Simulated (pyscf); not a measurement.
HO–PH–OH + PH₃ → HO–P(OH)–PH₂ + hydrogen (H₂) (four-centre exchange; singlet surface; H–P, H–P broken, P–P, H–H formed). PySCF, gas phase, ωB97X-D3(BJ)/def2-SVP geometries. Energies in kcal/mol from the separated reactants.

| level | barrier | reaction energy |
|---|---|---|
| PBE/def2-TZVP | 42.0 | -0.7 |
| r²SCAN/def2-TZVP | ___ | -0.7 |
| B3LYP-D3(BJ)/def2-TZVP | ___ | ___ |
| PBE0-D3(BJ)/def2-TZVP | 48.2 | -0.4 |
| M06-2X/def2-TZVP | 55.2 | +0.3 |
| HF/def2-TZVP | 86.2 | +9.0 |

Question: Some entries are withheld; supply them.

Answer: 
- r²SCAN/def2-TZVP, barrier: 46.5
- B3LYP-D3(BJ)/def2-TZVP, barrier: 50.5
- B3LYP-D3(BJ)/def2-TZVP, reaction energy: +0.1

The functionals in the table span 13.2 kcal/mol in this barrier, from PBE to M06-2X. One saddle was located; it need not be the lowest between these sides.
